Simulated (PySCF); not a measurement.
Compound: C4H6F2.
Atom-mapped SMILES: `[CH2:1]=[CH:2][CH2:3][CH:4]([F:5])[F:6]` (hydrogens: H7, H8 on C1; H9 on C2; H10, H11 on C3; H12 on C4)

Method used: PBE0-D3(BJ)/def2-SVP geometry optimisation, gas phase in PySCF.

(1) List the bond lengths, angles and torsions at this level.

## Answers

(1) 
| bond | length (bohr) | order |
| --- | --- | --- |
| C1=C2 | 2.519 | double |
| C2–C3 | 2.826 | single |
| C3–C4 | 2.857 | single |
| C4–F5, C4–F6 | 2.557 | single |
| C1–H7 | 2.070 | single |
| C1–H8 | 2.066 | single |
| C2–H9 | 2.072 | single |
| C3–H10, C3–H11 | 2.084 | single |
| C4–H12 | 2.088 | single |

Bonds in one row agree within 0.02 bohr and their mean is given. Orders are formal, as drawn. A selection of angles:
| angle | degrees |
| --- | --- |
| C2–C1–H7 | 121.6 |
| C2–C1–H8 | 121.4 |
| H7–C1–H8 | 117.0 |
| C1–C2–C3 | 124.8 |
| C1–C2–H9 | 119.5 |
| C3–C2–H9 | 115.8 |
| C2–C3–C4 | 113.0 |
| C2–C3–H10 | 111.0 |
| C4–C3–H10 | 108.2 |
| C4–C3–H11 | 106.1 |
| H10–C3–H11 | 107.7 |
| C3–C4–F5 | 110.1 |
| C3–C4–H12 | 112.9 |
| F5–C4–F6 | 107.6 |
| F5–C4–H12 | 107.9 |

Torsions: C1–C2–C3–C4 -122° (anticlinal); C2–C3–C4–F5 -60° (synclinal). The mirror-image conformer, all signs reversed, is as good.

The 3 C–C bonds span 1.333 Å (C1=C2, drawn double) to 1.512 Å (C3–C4, drawn single), a spread of 0.179 Å. Of the pairs four or more bonds apart, F5···H9 is among the closest relative to their van der Waals radii: 2.67 Å, 100 % of the sum of Bondi's values.

Point group: C1 (no symmetry element, even within 0.4 Å). Not checked by PBE0-D3(BJ)/def2-SVP frequencies. One conformer, not necessarily the lowest.
